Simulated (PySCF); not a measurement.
**How methods differ on the ionisation energy of F**

F [He] 2s2 2p5 (2P) → F⁺ [He] 2s2 2p4 (3P), as a difference of total energies. All numbers are calculated (PySCF 2.14, no relativity, point nucleus, in aug-cc-pVDZ (4s3p2d, 23 functions)). Correlated levels: valence: 1s2 frozen. The calculations carry no spin-orbit coupling.

```csv
method,ionisation energy (eV),error (eV)
UHF,15.767,-1.660
BP86,17.839,+0.412
LDA,17.996,+0.569
MP2 (valence),17.167,-0.260
SCS-MP2 (valence),17.117,-0.310
CCSD (valence),17.085,-0.342
CCSD(T) (valence),17.115,-0.312
```

Reference: 17.427 eV (measured; NIST levels, between the centres of gravity of the two terms).

Errors of the correlated levels include the incompleteness of this basis and the frozen core.
